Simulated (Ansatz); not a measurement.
# HSO− (SMILES [O-]S): single points off equilibrium

One table from this session's results is given with a row withheld; the runs are named, their logs left out.

Program: Ansatz 0.2.0, Gaussian basis. Level of theory: single points in def2-TZVPPD. These are calculated values, not measurements.

Cores are frozen in the correlated methods.

1 further run of the same task is left out (it didn't finish).

## Starting geometry

SMILES `[O-]S`, 3 atoms, charge -1, spin multiplicity 1.

Atoms are counted from 1 here; the program's logs count them from 0.

Bond lengths: O1–S2 1.573 Å, S2–H3 1.422 Å. Angles: O1–S2–H3 110.2°.

Geometry (Å):

```xyz
3
HOS
O    -0.0276    1.2447    0.1236
S    -0.4921   -0.2005   -0.2905
H     0.4683   -1.1637    0.1256
```

The first run:

File run/in.yaml:

```yaml
crystal:
  periodic: [false, false, false]
  atoms:
    - {symbol: O, position_ang: [-0.027570, 1.244745, 0.123599]}
    - {symbol: S, position_ang: [-0.492055, -0.200474, -0.290507]}
    - {symbol: H, position_ang: [0.468269, -1.163742, 0.125613]}
basis:
  gaussian: {orbitals: "def2-TZVPPD.json"}
total_charge: -1
hamiltonian: {xc: pbe, dispersion: d4}
output: {forces: true}
```

The basis file named in the input lies beside it (Basis Set Exchange, JSON).

Started as:

```bash
> ansatz run in.yaml --threads 2 --pin off --events-out ev --progress --plain --max-ram 3481MiB
```

Among the steps run: PBE-D4/def2-TZVPPD; r2SCAN-D4/def2-TZVPPD; PBE0-D4/def2-TZVPPD; wB97M-V/def2-TZVPPD; CCSD(T)/def2-TZVPPD.

One of the session's tables, all rows but one given; the rest of the session is left out.

| method | RMS force component (eV/Å) | angle to CCSD(T) forces (°) |
| --- | --- | --- |
| PBE-D4 | ? | ? |
| r2SCAN-D4 | 0.250 | 30.4 |
| PBE0-D4 | 0.328 | 50.5 |
| wB97M-V | 0.369 | 31.7 |
| CCSD(T) | 0.401 | reference |

**Question.** Estimate the row for PBE-D4.

The run gave: RMS force component (eV/Å): 0.242; angle to CCSD(T) forces (°): 28.3. In the column «RMS force component (eV/Å)» it is the lowest.

Caveats from the session: The anion's highest level is positive in at least one run, so there the basis alone may hold the extra electron.
